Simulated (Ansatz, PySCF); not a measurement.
Breaking a bond: CN, doublet.

- UKS-PBE = unrestricted PBE/cc-pVTZ in Ansatz (a program for electronic structure)
- UKS-BHandHLYP = unrestricted BHandHLYP/cc-pVTZ (PySCF)
- UCCSD(T) = CCSD(T) on UHF/cc-pVTZ, 2 core orbitals frozen (PySCF)

Energies relative to the lowest point of each curve near equilibrium, in kcal/mol; the last columns give the difference from UCCSD(T):

```tsv
R / Å	UKS-PBE	UKS-BHandHLYP	UCCSD(T)	UKS-PBE − UCCSD(T)	UKS-BHandHLYP − UCCSD(T)
0.86	254.4	230.8	255.9	-1.6	-25.2
0.93	128.3	110.2	129.2	-0.8	-19.0
0.99	62.9	49.6	63.4	-0.5	-13.8
1.04	29.5	20.3	29.8	-0.3	-9.5
1.08	13.2	7.1	13.3	-0.1	-6.2
1.12	3.8	0.9	3.8	0.0	-3.0
1.16	0.0	0.0	0.0	0.0	0.0
1.19	0.0	2.1	0.0	0.0	2.1
1.22	1.9	6.1	2.0	-0.1	4.1
```

UKS-PBE is furthest from UCCSD(T) at 0.86 (-1.6 kcal/mol, below); its mean absolute difference over the points is 0.4 kcal/mol.

UKS-BHandHLYP is furthest from UCCSD(T) at 0.86 (-25.2 kcal/mol, below); its mean absolute difference over the points is 9.2 kcal/mol.

The scan ran from 0.86 to 4.65 Å; beyond the distances shown one of the unrestricted levels run for this scan, shown here or not, changes its spin distribution in one step. The unrestricted determinant behind UCCSD(T) is spin-contaminated at 1.08 to 1.22 Å (<S²> up to 1.4, against 0.75 for a pure doublet).
